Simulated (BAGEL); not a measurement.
# CH2N (SMILES C=[N]): CASPT2(11,10)/6-31G(d) (density fitting with qzvpp-jkfit, spherical functions)

What is the vertical ionisation energy of CH2N at CASPT2(11,10)/6-31G* (density fitting with qzvpp-jkfit, spherical functions)? 

The results are computed with BAGEL 1.2.2.

2 further runs of the same task are left out: 1 that didn't finish, 1 set aside as unsound or not needed. Runs told in other sessions of the task aren't counted.

## (1) The structure to begin with

The species is CH2N (4 atoms), meant as a doublet with charge 0. As SMILES, `C=[N]`. The coordinates come from a GFN2-xTB relaxation.

Bond lengths: C1–N2 1.214 Å, C1–H3 1.097 Å, C1–H4 1.097 Å. Angles: N2–C1–H3 123.9°, N2–C1–H4 123.9°, H3–C1–H4 112.2°.

## (2) A single-point energy at CASPT2(11,10)/6-31G(d) (density fitting with qzvpp-jkfit, spherical functions)

File calc.json:

```json
{ "bagel" : [

{
  "title" : "molecule",
  "basis" : "6-31gs.json",
  "df_basis" : "qzvpp-jkfit",
  "angstrom" : "true",
  "geometry" : [
    { "atom" : "C", "xyz" : [       0.002710,       0.001910,      -0.000060 ] },
    { "atom" : "N", "xyz" : [       0.728320,       0.589110,       0.775720 ] },
    { "atom" : "H", "xyz" : [      -0.865040,       0.458820,      -0.492030 ] },
    { "atom" : "H", "xyz" : [       0.134020,      -1.049840,      -0.283630 ] }
  ]
},

{
  "title" : "hf",
  "charge" : 1
},

{
  "title" : "casscf",
  "nstate" : 1,
  "nact" : 10,
  "nclosed" : 2,
  "nspin" : 1,
  "maxiter" : 200,
  "natocc" : "true"
},

{
  "title" : "print",
  "file" : "orbitals.molden",
  "orbitals" : "true"
},

{
  "title" : "smith",
  "method" : "caspt2",
  "ms" : "true",
  "xms" : "true",
  "sssr" : "true",
  "shift" : 0.0,
  "ncore" : 2
}

]}
```

The basis set 6-31G* is read from a file made from the Basis Set Exchange's data (not shown).

Command:

```console
$ BAGEL_NUM_THREADS=1 BAGEL calc.json > calc.out
```

The log of the run:

```text
* using 1 threads per process

  ===============================================================
  ===============================================================

  *** Geometry ***

  { "atom" : "C", "xyz" : [      0.005121,      0.003609,     -0.000113 ] },
  { "atom" : "N", "xyz" : [      1.376325,      1.113257,      1.465898 ] },
  { "atom" : "H", "xyz" : [     -1.634689,      0.867044,     -0.929802 ] },
  { "atom" : "H", "xyz" : [      0.253261,     -1.983910,     -0.535983 ] },

  Number of auxiliary basis functions:      188

  Since a DF basis is specified, we compute 2- and 3-index integrals:
    o Being stored without compression. Storage requirement is 0.002 GB

  Number of basis functions:       32
  Number of electrons      :       15

    * METHOD: MOLECULE                             0.03

  *** RHF ***

  === Nuclear Repulsion ===
    28.0211444629

      * DIIS with orbital gradients will be used.

  === RHF iteration (6-31gs.json) ===
      0        -92.95732684          0.03327092           0.00
      1        -93.01440284          0.02107118           0.00
      2        -93.04529422          0.00653671           0.00
      3        -93.05105632          0.00209339           0.00
      4        -93.05205325          0.00049938           0.00
      5        -93.05210690          0.00011567           0.00
[... 6 lines of this table left out ...]
     12        -93.05211025          0.00000002           0.00
     13        -93.05211025          0.00000000           0.00
    * SCF iteration converged.

    * Permanent dipole moment:
           (    0.685521,     0.554281,     0.728685) a.u.

    * METHOD: HF                                   0.06

  ---------------------------
      CASSCF calculation
  ---------------------------

    * nstate   :      1
    * nclosed  :      2
    * nact     :     10
    * nvirt    :     20
  === CASSCF iteration (6-31gs.json) ===

    * Using the second-order algorithm

      0  0       -93.46054671     2.49e-02      0.96

      1  0       -93.51211384     3.70e-03      1.08

      2  0       -93.53586939     2.02e-03      1.09

[... 21 lines of this table left out ...]

     14  0       -93.54109963     5.83e-09      1.03

    * Second-order optimization converged. *

     guess   0:   closed 11111.....           open .....1....

  === FCI iteration ===

      0  0       -93.41482643     2.19e-03      0.05
      1  0       -93.52319908     9.02e-04      0.05
      2  0       -93.53858844     3.46e-04      0.05
      3  0       -93.54076907     1.22e-04      0.05
      4  0       -93.54104087     5.01e-05      0.05
      5  0       -93.54108768     2.21e-05      0.05
[... 10 lines of this table left out ...]
     16  0       -93.54109963     3.03e-10      0.05
     17  0 *     -93.54109963     9.92e-11      0.05

     * ci vector, state   0, <S^2> = 0.7500
       22222a....    -0.9602273814
       2222.a2...    -0.1521553053
       2222aba...    -0.0649905422
       222.2a.2..    -0.0534586684

    * METHOD: CASSCF                              16.53

    * METHOD: PRINT                                0.00

  === SMITH program ===

    * freezing 2 orbitals

    * Approximate memory requirement for SMITH calulation per MPI process:
      o Storage requirement for T-amplitude, lambda, and residual is 0.00 GB
      o Storage requirement for MO integrals is 0.00 GB
    * Calculating and saving rdm4f

    * Zeroth order energy : state  0       -7.2608051034

    * CASPT2 iteration is performed using redundant basis

      ---- iteration ----

        0    -0.15105110     0.00971457      0.20
        1    -0.15213131     0.00091211      0.20
        2    -0.15214796     0.00011116      0.20
        3    -0.15214818     0.00001343      0.20
        4    -0.15214819     0.00000191      0.20
        5    -0.15214819     0.00000031      0.20

      -------------------

    * CASPT2 energy : state  0      -93.6932478190
        reference weight              0.9565027653

    * METHOD: SMITH                               14.10

  ===============================================================
```

It took 31 s on 1 thread of Arm Neoverse V1, shared host; peak memory 6.1 GiB.

## (3) The singlet cation

File input.json:

```json
{ "bagel": [

{
  "title": "molecule",
  "basis": "6-31gs.json",
  "df_basis": "qzvpp-jkfit",
  "angstrom": true,
  "geometry": [
    { "atom": "C", "xyz": [       0.002710,       0.001910,      -0.000060 ] },
    { "atom": "N", "xyz": [       0.728320,       0.589110,       0.775720 ] },
    { "atom": "H", "xyz": [      -0.865040,       0.458820,      -0.492030 ] },
    { "atom": "H", "xyz": [       0.134020,      -1.049840,      -0.283630 ] }
  ]
},

{ "title": "hf", "charge": 1 },

{ "title": "casscf", "nstate": 1, "nact": 10, "nclosed": 2, "charge": 1, "maxiter": 200, "natocc": true },

{ "title": "print", "file": "orbitals.molden", "orbitals": true },

{ "title": "smith", "method": "caspt2", "ms": true, "xms": true, "sssr": true, "shift": 0.0, "ncore": 2 }

]}
```

The basis set 6-31G* is read from a file made from the Basis Set Exchange's data (not shown).

Command:

```console
$ BAGEL_NUM_THREADS=1 BAGEL input.json > input.out
```

The log of the run:

```text
* using 1 threads per process

  ===============================================================
  ===============================================================

  *** Geometry ***

  { "atom" : "C", "xyz" : [      0.005121,      0.003609,     -0.000113 ] },
  { "atom" : "N", "xyz" : [      1.376325,      1.113257,      1.465898 ] },
  { "atom" : "H", "xyz" : [     -1.634689,      0.867044,     -0.929802 ] },
  { "atom" : "H", "xyz" : [      0.253261,     -1.983910,     -0.535983 ] },

  Number of auxiliary basis functions:      188

  Since a DF basis is specified, we compute 2- and 3-index integrals:
    o Being stored without compression. Storage requirement is 0.002 GB

  Number of basis functions:       32
  Number of electrons      :       15

    * METHOD: MOLECULE                             0.03

  *** RHF ***

  === Nuclear Repulsion ===
    28.0211444629

      * DIIS with orbital gradients will be used.

  === RHF iteration (6-31gs.json) ===
      0        -92.95732684          0.03327092           0.00
      1        -93.01440284          0.02107118           0.00
      2        -93.04529422          0.00653671           0.00
      3        -93.05105632          0.00209339           0.00
      4        -93.05205325          0.00049938           0.00
      5        -93.05210690          0.00011567           0.00
[... 6 lines of this table left out ...]
     12        -93.05211025          0.00000002           0.00
     13        -93.05211025          0.00000000           0.00
    * SCF iteration converged.

    * Permanent dipole moment:
           (    0.685521,     0.554281,     0.728685) a.u.

    * METHOD: HF                                   0.06

  ---------------------------
      CASSCF calculation
  ---------------------------

    * nstate   :      1
    * nclosed  :      2
    * nact     :     10
    * nvirt    :     20
  === CASSCF iteration (6-31gs.json) ===

    * Using the second-order algorithm

      0  0       -93.12356619     8.92e-03      1.16

      1  0       -93.17150741     3.98e-03      1.42

      2  0       -93.19471277     1.76e-03      1.48

[... 29 lines of this table left out ...]

     18  0       -93.19929770     5.75e-09      1.37

    * Second-order optimization converged. *

     guess   0:   closed 11111.....           open ..........

  === FCI iteration ===

      0  0       -93.04299151     2.22e-03      0.06
      1  0       -93.17055402     1.05e-03      0.06
      2  0       -93.19373087     4.72e-04      0.06
      3  0       -93.19826257     1.96e-04      0.06
      4  0       -93.19911506     8.02e-05      0.06
      5  0       -93.19926387     3.32e-05      0.06
[... 12 lines of this table left out ...]
     18  0       -93.19929770     1.52e-10      0.06
     19  0 *     -93.19929770     6.23e-11      0.06

     * ci vector, state   0, <S^2> = -0.0000
       22222.....    -0.9526602467
       2222.2....     0.1368978725
       22.22.2...     0.0966616097
       222.2.2...     0.0789544666
       222baba...     0.0622568334
       222abab...     0.0622568334

    * METHOD: CASSCF                              27.22

    * METHOD: PRINT                                0.00

  === SMITH program ===

    * freezing 2 orbitals

    * Approximate memory requirement for SMITH calulation per MPI process:
      o Storage requirement for T-amplitude, lambda, and residual is 0.00 GB
      o Storage requirement for MO integrals is 0.00 GB
    * Calculating and saving rdm4f

    * Zeroth order energy : state  0      -10.6184205711

    * CASPT2 iteration is performed using redundant basis

      ---- iteration ----

        0    -0.12276756     0.00862577      0.20
        1    -0.12353160     0.00067993      0.20
        2    -0.12353945     0.00007749      0.20
        3    -0.12353953     0.00000757      0.20
        4    -0.12353953     0.00000085      0.20

      -------------------

    * CASPT2 energy : state  0      -93.3228372383
        reference weight              0.9664062187

    * METHOD: SMITH                               15.63

  ===============================================================
```

Run time: 43 s. Hardware: 1 thread of Arm Neoverse V1, shared host; peak memory 7.3 GiB.

## (4) Summary of results

Level: CASPT2(11,10)/6-31G* (density fitting with qzvpp-jkfit, spherical functions), 2 core orbitals frozen.

| quantity | value |
| --- | --- |
| doublet CH2N: total energy | -93.69325 Eh |
| singlet cation: total energy | -93.32284 Eh |
| vertical ionisation energy (to the singlet cation) | 10.079 eV |

What this shows: The vertical ionisation energy comes to 10.08 eV (232 kcal/mol). Only the singlet of the ionised species was computed; a triplet could lie lower.
